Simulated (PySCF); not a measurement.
Molecule: SMILES O=[P@H]1C=CCC1, C4H7OP.

Bonds (- single, = double, # triple, : aromatic): O1=P2, P2-C3, C3=C4, C4-C5, C5-C6, C6-P2. P2 carries H7; C3 carries H8; C4 carries H9; C5 carries H10, H11; C6 carries H12, H13. Stereochemistry as in O=[P@H]1C=CCC1. H10, H13 are cis to O1 on the ring; H11, H12 are trans to O1 on the ring.

Frames of a GFN2-xTB Langevin trajectory at 300 K; GIAO PBE0/pcSseg-1 shieldings in PySCF 2.14, gas phase, non-relativistic; equivalent atoms averaged within each frame.

δ = σ(ref) − σ, references computed at the same level: H2O for ¹⁷O (σ = 336.08 ppm); ³¹P (σ = 318.38 ppm) against H3PO4; ¹³C (σ = 186.93 ppm), ¹H (σ = 31.72 ppm) vs TMS. The references are static minima.

Task: How do the shifts (ppm) fluctuate along the trajectory?

Result: 
```tsv
time (fs)	O1	P2	C4	C3	C5	C6	H7	H9	H8	H11
optimised geometry	96.8	12.5	156.9	136.7	31.7	30.2	8.29	6.92	6.45	2.28
250	113.2	15.3	163.5	140.7	39.6	37.3	8.69	7.34	6.45	4.10
425	81.3	6.3	161.7	139.6	30.6	31.3	8.23	6.77	6.41	2.75
625	106.5	14.7	165.4	138.3	26.3	31.4	9.14	7.70	6.64	2.26
800	105.0	20.2	153.7	141.7	31.8	35.0	8.96	7.24	6.27	3.07
1000	103.9	11.3	160.4	137.3	42.0	18.1	7.80	6.86	6.39	1.91
mean of frames	102.0	13.6	160.9	139.5	34.1	30.6	8.57	7.18	6.43	2.82
standard deviation	12.1	5.2	4.4	1.8	6.5	7.5	0.55	0.37	0.13	0.84
```

5 frames give an uncertainty of the mean of about the standard deviation over 2.2 at best, since frames this close in time may not be independent; classical motion lacks zero-point vibration, and the reference would need the same averaging.
